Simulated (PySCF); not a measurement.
All numbers come from PBE0 in PySCF with S def2-SVP, F def2-SVP; no relativity; density-fitted integrals. Open shells, if any, are unrestricted.

Question: What shape and geometry does isolated singlet [SF5]+ take (every ligand bound to S)?

Answer: Counting electrons, sulfur keeps none of its valence electrons outside its bonds, so the VSEPR class is AX5 and the expected shape is trigonal bipyramidal (D3h), as computed. The lowest minimum found is a singlet of D3h symmetry with S–F 1.528 Å (×3), S–F 1.549 Å (×2); F–S–F 90.0° (×6), F–S–F 120.0° (×3), F–S–F 180.0°. Its harmonic wavenumbers are 157 (e'), 534 (e''), 553 (e'), 598 (a2''), 735 (a1'), 822 (a1'), 1070 (e'), 1092 (a2'') cm⁻¹ and its dipole moment is 0.00 D about the centre of mass.

Only a few start shapes were tried, so a lower isomer may exist.
